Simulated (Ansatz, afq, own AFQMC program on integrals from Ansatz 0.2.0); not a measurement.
# Si₂NH₆ (doublet): quantum Monte Carlo beside coupled cluster as a fragment species, def2-TZVP

How near does AFQMC come to the top of the ladder for Si₂NH₆ (doublet)?

The runs use Ansatz 0.2.0, Gaussian basis, and an in-house AFQMC program (afq) on its integrals; all values are calculated; def2-TZVP, frozen cores.

To be run: PBE (unrestricted); CCSD(T) on UHF; r2SCAN (unrestricted); CCSD(T) on UHF; PBE0 (unrestricted); B3LYP (unrestricted); wB97M-V (unrestricted); CCSD(T) on UHF; B2PLYP (unrestricted); Phaseless AFQMC, CISD trial on UHF.

### Step 1. The geometry

The geometry is a PBE0/def2-SVP stationary point (not a proven minimum).

9 atoms, charge 0, spin multiplicity 2.

Atoms are counted from 1 here; the program's logs count them from 0.

Bond lengths: Si1–N2 1.746 Å, Si1–H4 1.499 Å, Si1–H5 1.503 Å, N2–Si3 1.747 Å, N2–H6 1.018 Å, Si3–H7 1.492 Å, Si3–H8 1.496 Å, Si3–H9 1.498 Å. Angles: N2–Si1–H4 107.5°, N2–Si1–H5 109.0°, H4–Si1–H5 110.5°, Si1–N2–Si3 128.9°, Si1–N2–H6 114.7°, Si3–N2–H6 115.4°, N2–Si3–H7 107.3°, N2–Si3–H8 110.2°, N2–Si3–H9 113.1°, H7–Si3–H8 110.1°, H7–Si3–H9 108.8°, H8–Si3–H9 107.3°.

### Step 2. PBE (unrestricted)

Input file in.yaml:

```yaml
crystal:
  periodic: [false, false, false]
  atoms:
    - {symbol: Si, position_ang: [-1.111171, 0.746193, -0.892026]}
    - {symbol: N, position_ang: [-0.010820, 0.460471, 0.433211]}
    - {symbol: Si, position_ang: [1.023389, -0.917575, 0.721377]}
    - {symbol: H, position_ang: [-1.608399, -0.588113, -1.361349]}
    - {symbol: H, position_ang: [-2.253369, 1.593256, -0.406562]}
    - {symbol: H, position_ang: [0.179836, 1.277009, 1.010629]}
    - {symbol: H, position_ang: [0.486623, -2.051976, -0.084646]}
    - {symbol: H, position_ang: [1.018264, -1.271152, 2.174509]}
    - {symbol: H, position_ang: [2.447437, -0.675773, 0.325937]}
basis:
  gaussian: {orbitals: def2-TZVP}
magnetization: {spin_polarized: true, initial_magnetization: 1}
hamiltonian: {xc: {name: PBE}}
output: {orbitals: {seedname: orbitals}}
```

Launch:

```sh
> ansatz run in.yaml --threads 1 --pin off --events-out ev --progress --plain --max-ram 8192MiB --backend cpu
```

Output:

```text
Functional definition: PBE
  name "PBE"
  cite "Perdew, Burke & Ernzerhof, Phys. Rev. Lett. 77, 3865 (1996) doi:10.1103/PhysRevLett.77.3865"
  parent pbe
  parameter kappa = 0.804
  parameter beta = 0.06672455060314922
  exchange = pbe_x(kappa = kappa, mu = beta*pi^2/3)
  correlation = pbe_c(beta = beta)
923 factors; their error is unknown
mean field evaluation 1: about -17323.4793 eV, gradient 5.0e1 eV
mean field evaluation 2: about -17270.5831 eV, gradient 9.9e1 eV
mean field evaluation 4: about -17333.3021 eV, gradient 4.8e0 eV
mean field evaluation 8: about -17333.4364 eV, gradient 1.4e-1 eV
mean field evaluation 16: about -17333.4365 eV, gradient 4.0e-5 eV
mean field -17333.43647307 eV, -636.9920413601 hartree, gradient 4.0e-5 eV, S^2 0.752063; 0 other end points of the search recorded, 0 dependent functions left out
reference -17333.43651783 eV, -636.9920430049 hartree; 21, 20 occupied and 120, 121 virtual orbitals, 923 factors
Total energy: -17333.43651783 eV, -636.9920430049 hartree
```

It took 4.1 s on 1 thread of AMD EPYC 7R13 (Zen 3), shared host; peak memory 2.3 GiB.

From the report: ⟨S²⟩ of the determinant 0.752 (pure doublet: 0.75).

### Step 3. CCSD(T) on UHF

in.yaml: that of step 2 with these lines changed.

```diff
@@ -15,3 +15,2 @@
 magnetization: {spin_polarized: true, initial_magnetization: 1}
-hamiltonian: {xc: {name: PBE}}
-output: {orbitals: {seedname: orbitals}}
+correlation: {method: ccsd_t, electrons: outside_noble_gas, hamiltonian_folder: ham}
```

Launch:

```sh
> ansatz run in.yaml --threads 1 --pin off --events-out ev --progress --plain --max-ram 24576MiB --backend cuda --devices 0, --max-vram 18GiB
```

Output, cut to the lines that bear on the results:

```text
Functional definition: HF
  name "HF"
  cite "Fock, Z. Phys. 61, 126 (1930) doi:10.1007/BF01340294"
  parent pbe
[...]
929 factors; integrals over basis functions are off by at most 1.3e-3 eV
[...]
mean field -17302.57173127 eV, -635.8577830200 hartree, gradient 1.6e-6 eV, S^2 0.755425; 0 other end points of the search recorded, 0 dependent functions left out
11 core orbitals not correlated: weight in the atoms' cores, before any rotation towards them, 1.000 or more for the frozen orbitals, at most 0.000 for the correlated occupied ones
reference -17302.57173127 eV, -635.8577830200 hartree; 10, 9 occupied and 120, 121 virtual orbitals, 929 factors
second order -11.61317494 eV of doubles, -0.00000000 eV of singles
cycle   1  -12.42154505 eV  change   -8.1e-1 eV  update   8.7e-2
[...]
cycle  10  -12.91985388 eV  change    1.2e-5 eV  update   1.9e-5
perturbative correction -0.45618793 eV, -0.0167645972 hartree
Total energy: -17315.94777308 eV, -636.3493434899 hartree
```

Run time: 7 s. Hardware: 1 × NVIDIA H100 80GB HBM3 with 1 thread of AMD EPYC 7R13 (Zen 3), shared host; peak host memory 2.3 GiB.

From the report: ⟨S²⟩ of the determinant 0.755 (pure doublet: 0.75); correlation -13.3760 eV; T1 0.015; largest double amplitude 0.01.

This run also writes the integrals to the folder ham.

### Step 4. r2SCAN (unrestricted)

in.yaml: that of step 3 with these lines changed.

```diff
@@ -15,2 +15,2 @@
 magnetization: {spin_polarized: true, initial_magnetization: 1}
-correlation: {method: ccsd_t, electrons: outside_noble_gas, hamiltonian_folder: ham}
+hamiltonian: {xc: {name: r2SCAN}}
```

Launch:

```sh
> ansatz run in.yaml --threads 1 --pin off --events-out ev --progress --plain --max-ram 8192MiB --backend cpu
```

Output:

```text
Functional definition: r2SCAN
  name "r2SCAN"
  cite "Furness, Kaplan, Ning, Perdew & Sun, J. Phys. Chem. Lett. 11, 8208 (2020) doi:10.1021/acs.jpclett.0c02405"
  cite "Furness, Kaplan, Ning, Perdew & Sun, J. Phys. Chem. Lett. 11, 9248 (2020) doi:10.1021/acs.jpclett.0c03077"
  parent r2scan
  parameter k0 = 0.174
  parameter k1 = 0.065
  parameter a1 = 4.9479
  exchange = r2scan_x(k0 = k0, k1 = k1, a1 = a1)
  correlation = r2scan_c
923 factors; their error is unknown
mean field evaluation 1: about -17333.4146 eV, gradient 4.6e1 eV
mean field evaluation 2: about -17298.5290 eV, gradient 8.6e1 eV
mean field evaluation 4: about -17341.4118 eV, gradient 3.1e0 eV
mean field evaluation 8: about -17341.4720 eV, gradient 6.6e-2 eV
mean field evaluation 16: about -17341.4577 eV, gradient 1.3e-4 eV
mean field -17341.45767064 eV, -637.2868149337 hartree, gradient 3.1e-5 eV, S^2 0.753973; 0 other end points of the search recorded, 0 dependent functions left out
reference -17341.45768735 eV, -637.2868155480 hartree; 21, 20 occupied and 120, 121 virtual orbitals, 923 factors
Total energy: -17341.45768735 eV, -637.2868155480 hartree
```

It took 9.5 s on 1 thread of AMD EPYC 7R13 (Zen 3), shared host; peak memory 2.3 GiB.

From the report: ⟨S²⟩ of the determinant 0.754 (pure doublet: 0.75).

### Step 5. CCSD(T) on UHF

in.yaml: that of step 4 with these lines changed.

```diff
@@ -13,4 +13,4 @@
 basis:
-  gaussian: {orbitals: def2-TZVP}
+  gaussian: {orbitals: def2-TZVPP}
 magnetization: {spin_polarized: true, initial_magnetization: 1}
-hamiltonian: {xc: {name: r2SCAN}}
+correlation: {method: ccsd_t, electrons: outside_noble_gas}
```

Launch:

```sh
> ansatz run in.yaml --threads 1 --pin off --events-out ev --progress --plain --max-ram 24576MiB --backend cuda --devices 0, --max-vram 18GiB
```

Output, cut to the lines that bear on the results:

```text
Functional definition: HF
  name "HF"
  cite "Fock, Z. Phys. 61, 126 (1930) doi:10.1007/BF01340294"
  parent pbe
[...]
1131 factors; integrals over basis functions are off by at most 1.0e-3 eV
[...]
mean field -17302.62570478 eV, -635.8597665096 hartree, gradient 1.1e-6 eV, S^2 0.755620; 0 other end points of the search recorded, 0 dependent functions left out
11 core orbitals not correlated: weight in the atoms' cores, before any rotation towards them, 1.000 or more for the frozen orbitals, at most 0.000 for the correlated occupied ones
reference -17302.62570478 eV, -635.8597665096 hartree; 10, 9 occupied and 178, 179 virtual orbitals, 1131 factors
second order -12.15502437 eV of doubles, -0.00000000 eV of singles
cycle   1  -12.90177974 eV  change   -7.5e-1 eV  update   8.6e-2
[...]
cycle  10  -13.39378481 eV  change    1.4e-5 eV  update   1.9e-5
perturbative correction -0.47945342 eV, -0.0176195882 hartree
Total energy: -17316.49894300 eV, -636.3695986108 hartree
```

It took 9 s on 1 × NVIDIA H100 80GB HBM3 with 1 thread of AMD EPYC 7R13 (Zen 3), shared host; peak host memory 2.3 GiB.

From the report: ⟨S²⟩ of the determinant 0.756 (pure doublet: 0.75); correlation -13.8732 eV; T1 0.015; largest double amplitude 0.01.

### Step 6. PBE0 (unrestricted)

in.yaml: that of step 5 with these lines changed.

```diff
@@ -13,4 +13,5 @@
 basis:
-  gaussian: {orbitals: def2-TZVPP}
+  gaussian: {orbitals: def2-TZVP}
 magnetization: {spin_polarized: true, initial_magnetization: 1}
-correlation: {method: ccsd_t, electrons: outside_noble_gas}
+hamiltonian: {xc: {name: PBE0}}
+output: {orbitals: {seedname: orbitals}}
```

Launch:

```sh
> ansatz run in.yaml --threads 1 --pin off --events-out ev --progress --plain --max-ram 8192MiB --backend cpu
```

Output:

```text
Functional definition: PBE0
  name "PBE0"
  cite "Adamo & Barone, J. Chem. Phys. 110, 6158 (1999) doi:10.1063/1.478522"
  cite "Perdew, Burke & Ernzerhof, Phys. Rev. Lett. 77, 3865 (1996) doi:10.1103/PhysRevLett.77.3865"
  parent pbe
  parameter a = 0.25
  parameter kappa = 0.804
  parameter beta = 0.06672455060314922
  exchange = (1 - a)*pbe_x(kappa = kappa, mu = beta*pi^2/3) + a*exact_x
  correlation = pbe_c(beta = beta)
955 factors; their error is unknown
mean field evaluation 1: about -17328.9129 eV, gradient 4.1e1 eV
mean field evaluation 2: about -17312.8244 eV, gradient 6.7e1 eV
mean field evaluation 4: about -17335.1461 eV, gradient 1.6e0 eV
mean field evaluation 8: about -17335.2299 eV, gradient 3.6e-2 eV
mean field evaluation 16: about -17335.2299 eV, gradient 2.0e-5 eV
mean field -17335.22990678 eV, -637.0579488332 hartree, gradient 2.0e-5 eV, S^2 0.752699; 0 other end points of the search recorded, 0 dependent functions left out
reference -17335.22994085 eV, -637.0579500855 hartree; 21, 20 occupied and 120, 121 virtual orbitals, 955 factors
Total energy: -17335.22994085 eV, -637.0579500855 hartree
```

Run time: 5.5 s. Hardware: 1 thread of AMD EPYC 7R13 (Zen 3), shared host; peak memory 2.3 GiB.

From the report: ⟨S²⟩ of the determinant 0.753 (pure doublet: 0.75).

### Step 7. B3LYP (unrestricted)

in.yaml: that of step 6 with these lines changed.

```diff
@@ -15,3 +15,2 @@
 magnetization: {spin_polarized: true, initial_magnetization: 1}
-hamiltonian: {xc: {name: PBE0}}
-output: {orbitals: {seedname: orbitals}}
+hamiltonian: {xc: {name: B3LYP}}
```

Same command.

Output, cut to the lines that bear on the results:

```text
Functional definition: B3LYP
  name "B3LYP"
  cite "Stephens, Devlin, Chabalowski & Frisch, J. Phys. Chem. 98, 11623 (1994) doi:10.1021/j100096a001"
  cite "Becke, Phys. Rev. A 38, 3098 (1988) doi:10.1103/PhysRevA.38.3098"
  cite "Lee, Yang & Parr, Phys. Rev. B 37, 785 (1988) doi:10.1103/PhysRevB.37.785"
  cite "Vosko, Wilk & Nusair, Can. J. Phys. 58, 1200 (1980) doi:10.1139/p80-159"
[...]
941 factors; their error is unknown
[...]
mean field -17345.15278746 eV, -637.4226079723 hartree, gradient 2.2e-5 eV, S^2 0.752291; 0 other end points of the search recorded, 0 dependent functions left out
reference -17345.15305798 eV, -637.4226179138 hartree; 21, 20 occupied and 120, 121 virtual orbitals, 941 factors
Total energy: -17345.15305798 eV, -637.4226179138 hartree
```

Wall time 5.5 s (1 thread of AMD EPYC 7R13 (Zen 3), shared host); peak memory 2.3 GiB.

From the report: ⟨S²⟩ of the determinant 0.752 (pure doublet: 0.75).

### Step 8. wB97M-V (unrestricted)

in.yaml: that of step 7 with these lines changed.

```diff
@@ -15,2 +15,3 @@
 magnetization: {spin_polarized: true, initial_magnetization: 1}
-hamiltonian: {xc: {name: B3LYP}}
+hamiltonian: {xc: {name: wB97M-V}}
+output: {orbitals: {seedname: orbitals}}
```

The command is unchanged.

Output, cut to the lines that bear on the results:

```text
Functional definition: wB97M-V
  name "wB97M-V"
  cite "Mardirossian & Head-Gordon, J. Chem. Phys. 144, 214110 (2016) doi:10.1063/1.4952647"
  cite "Becke, J. Chem. Phys. 107, 8554 (1997) doi:10.1063/1.475007"
  cite "Vydrov & Van Voorhis, J. Chem. Phys. 133, 244103 (2010) doi:10.1063/1.3521275"
  # Of w^i u^j: cxij and so on, Table III.
[...]
  gx(w, u) = 1 - cx + cx01*u + cx10*w
  gss(w, u) = css00 + css04*u^4 + css10*w + css20*w^2 + css43*w^4*u^3
  gos(w, u) = cos00 + cos10*w + (cos20 + cos21*u)*w^2 + (cos60 + cos61*u)*w^6
[...]
      + integral(e_c_pw_mod_opposite_spin*gos(b97_w_opposite, b97_u_opposite)) + vv10(b, c)
923 factors; their error is unknown
260 factors; integrals over basis functions are off by at most 1.4e-5 eV
[...]
mean field -17341.55596939 eV, -637.2904273463 hartree, gradient 4.7e-5 eV, S^2 0.751607; 0 other end points of the search recorded, 0 dependent functions left out
reference -17341.55602219 eV, -637.2904292867 hartree; 21, 20 occupied and 120, 121 virtual orbitals, 923 factors
Total energy: -17341.55602219 eV, -637.2904292867 hartree
```

Wall time 19 s (1 thread of AMD EPYC 7R13 (Zen 3), shared host); peak memory 2.3 GiB.

From the report: ⟨S²⟩ of the determinant 0.752 (pure doublet: 0.75).

### Step 9. CCSD(T) on UHF

in.yaml: that of step 8 with these lines changed.

```diff
@@ -13,5 +13,4 @@
 basis:
-  gaussian: {orbitals: def2-TZVP}
+  gaussian: {orbitals: "def2-QZVPP.json"}
 magnetization: {spin_polarized: true, initial_magnetization: 1}
-hamiltonian: {xc: {name: wB97M-V}}
-output: {orbitals: {seedname: orbitals}}
+correlation: {method: ccsd_t, electrons: outside_noble_gas}
```

Launch:

```sh
> ansatz run in.yaml --threads 1 --pin off --events-out ev --progress --plain --max-ram 24576MiB --backend cuda --devices 0, --max-vram 18GiB
```

Output, cut to the lines that bear on the results:

```text
Functional definition: HF
  name "HF"
  cite "Fock, Z. Phys. 61, 126 (1930) doi:10.1007/BF01340294"
  parent pbe
[...]
2203 factors; integrals over basis functions are off by at most 7.5e-4 eV
[...]
mean field -17303.21102152 eV, -635.8812765033 hartree, gradient 7.5e-6 eV, S^2 0.755772; 0 other end points of the search recorded, 0 dependent functions left out
11 core orbitals not correlated: weight in the atoms' cores, before any rotation towards them, 1.000 or more for the frozen orbitals, at most 0.000 for the correlated occupied ones
reference -17303.21102152 eV, -635.8812765033 hartree; 10, 9 occupied and 356, 357 virtual orbitals, 2203 factors
second order -13.03491451 eV of doubles, -0.00000000 eV of singles
cycle   1  -13.61564263 eV  change   -5.8e-1 eV  update   8.5e-2
[...]
cycle  11  -14.11509868 eV  change   -9.3e-6 eV  update   1.0e-5
perturbative correction -0.53909093 eV, -0.0198112261 hartree
Total energy: -17317.86521113 eV, -636.4198080385 hartree
```

Wall time 32 s (1 × NVIDIA H100 80GB HBM3 with 1 thread of AMD EPYC 7R13 (Zen 3), shared host); peak host memory 2.3 GiB.

From the report: ⟨S²⟩ of the determinant 0.756 (pure doublet: 0.75); correlation -14.6542 eV; T1 0.015; largest double amplitude 0.01.

### Step 10. B2PLYP (unrestricted)

in.yaml: that of step 9 with these lines changed.

```diff
@@ -13,4 +13,5 @@
 basis:
-  gaussian: {orbitals: "def2-QZVPP.json"}
+  gaussian: {orbitals: def2-TZVP}
 magnetization: {spin_polarized: true, initial_magnetization: 1}
-correlation: {method: ccsd_t, electrons: outside_noble_gas}
+hamiltonian: {xc: {name: B2PLYP}}
+correlation: {electrons: outside_noble_gas}
```

Launch:

```sh
> ansatz run in.yaml --threads 1 --pin off --events-out ev --progress --plain --max-ram 8192MiB --backend cpu
```

Output, cut to the lines that bear on the results:

```text
Functional definition: B2PLYP
  name "B2PLYP"
  cite "Grimme, J. Chem. Phys. 124, 034108 (2006) doi:10.1063/1.2148954"
  cite "Becke, Phys. Rev. A 38, 3098 (1988) doi:10.1103/PhysRevA.38.3098"
  cite "Lee, Yang & Parr, Phys. Rev. B 37, 785 (1988) doi:10.1103/PhysRevB.37.785"
[...]
929 factors; integrals over basis functions are off by at most 1.3e-3 eV
[...]
mean field -17331.88637222 eV, -636.9350762044 hartree, gradient 1.5e-6 eV, S^2 0.753833; 0 other end points of the search recorded, 0 dependent functions left out
11 core orbitals not correlated: weight in the atoms' cores, before any rotation towards them, 1.000 or more for the frozen orbitals, at most 0.000 for the correlated occupied ones
reference -17331.88654430 eV, -636.9350825284 hartree; 10, 9 occupied and 120, 121 virtual orbitals, 929 factors
second order -14.31421979 eV of doubles, -0.00000000 eV of singles
Total energy: -17335.75138364 eV, -637.0771127546 hartree
```

It took 8.5 s on 1 thread of AMD EPYC 7R13 (Zen 3), shared host; peak memory 2.3 GiB.

From the report: ⟨S²⟩ of the determinant 0.754 (pure doublet: 0.75).

### Step 11. Phaseless AFQMC, CISD trial on UHF

It reads the integrals that the CCSD(T) run on this determinant wrote.

Launch:

```sh
> afq ham --method phaseless --trial cisd --walkers 600 --populations 10 --least-time 60 --time-step 0.005 --steps-per-block 50 --equilibration-blocks 28 --max-blocks 4000 --target-error 0.00026 --factor-cut 1e-05 --start spin_pure --seed 6234 --release-times 0.24,0.51,0.99,1.5 --release-step 0.03 --release-every 4 --taylor-order 6
```

Output:

```text
orbitals 130  electrons 10 9  factors 922 of 929
reference energy -635.85778302 Eh
CCSD correlation -0.47479634 Eh in 12 cycles, weight of the determinant in the CISD state 0.8229
energy of the start -636.332303 Eh
 block  time / (1/Eh)  mean weight  energy / Eh
     1     0.250  1.0017  -636.320775
     2     0.500  0.9990  -636.326863
     3     0.750  0.9994  -636.335561
     4     1.000  1.0003  -636.340295
     5     1.250  1.0000  -636.344456
     6     1.500  1.0000  -636.345983
     7     1.750  0.9997  -636.347238
     8     2.000  1.0014  -636.345578
     9     2.250  0.9997  -636.348929
    10     2.500  1.0004  -636.348920
    11     2.750  0.9998  -636.348994
    16     4.000  1.0006  -636.350148
    21     5.250  0.9987  -636.349068
    26     6.500  1.0002  -636.354194
    31     7.750  1.0003  -636.353510
    36     9.000  1.0008  -636.351880
    41    10.250  1.0010  -636.350991
    46    11.500  0.9994  -636.349696
    51    12.750  0.9997  -636.354102
    56    14.000  1.0003  -636.349749
    61    15.250  1.0011  -636.357009
    66    16.500  1.0005  -636.346243
    71    17.750  1.0003  -636.346544
    76    19.000  1.0002  -636.351826
    81    20.250  1.0009  -636.352781
    86    21.500  1.0010  -636.346737
    91    22.750  1.0003  -636.349945
    96    24.000  1.0003  -636.353415
   101    25.250  1.0004  -636.350249
   106    26.500  1.0005  -636.348246
   111    27.750  1.0009  -636.349318
   116    29.000  0.9993  -636.347657
   121    30.250  1.0013  -636.353199
   126    31.500  0.9994  -636.348217
   131    32.750  0.9992  -636.354899
   136    34.000  0.9993  -636.349729
   141    35.250  0.9996  -636.351833
   146    36.500  0.9989  -636.352700
   151    37.750  0.9995  -636.353478
   156    39.000  1.0004  -636.350296
   161    40.250  1.0002  -636.350616
   166    41.500  1.0003  -636.352838
   171    42.750  0.9995  -636.351052
   176    44.000  0.9996  -636.348638
   181    45.250  0.9995  -636.346739
   186    46.500  0.9996  -636.353740
   191    47.750  0.9990  -636.354472
   196    49.000  1.0005  -636.350198
   201    50.250  0.9995  -636.348067
   206    51.500  1.0002  -636.351346
   211    52.750  1.0005  -636.348954
error from the spread of 10 populations
released: time / (1/Eh)  energy / Eh  error  mean overlap
  0.24  -636.351084  0.000355  0.9947
  0.51  -636.351516  0.000385  0.9889
  0.99  -636.351569  0.000372  0.9825
  1.50  -636.351152  0.000528  0.9735
energy -636.351214 +/- 0.000386 Eh
```

It took 5.8 min on 1 × NVIDIA H100 80GB HBM3 with 2 threads of AMD EPYC 7R13 (Zen 3), shared host; peak host memory 2.6 GiB.

Energy -17315.9987 ± 0.0105 eV. Caveats: constraint bias not in the error.

### Step 12. AFQMC on the ladder

On the UHF determinant, counted from CCSD(T) (a yardstick, not exact):

```tsv
level	energy (eV)	from CCSD(T) (kcal/mol)	statistical error (kcal/mol)	time
HF	-17302.5717	+308.46		
MP2	-17314.1849	+40.65		
CCSD	-17315.4916	+10.52		
CCSD(T)	-17315.9478	0.00		
Phaseless AFQMC, CISD trial, step 0.005, 600 walkers	-17315.9987	-1.17	0.24	5.8 min
```

The functionals' totals stand on their own zeros and serve differences with other points: PBE -17333.437 eV; r2SCAN -17341.458 eV; PBE0 -17335.230 eV; B3LYP -17345.153 eV; wB97M-V -17341.556 eV; B2PLYP -17335.751 eV.

### Step 13. Summary of results

| quantity | value |
| --- | --- |
| Phaseless AFQMC, CISD trial on UHF from CCSD(T) | -1.17 ± 0.24 kcal/mol |

On UHF the phaseless walk with the CISD trial lies -1.17 kcal/mol from CCSD(T), 5 times its error bar. Error bars are statistical and leave out the constraint, the time step and what remains of the start.
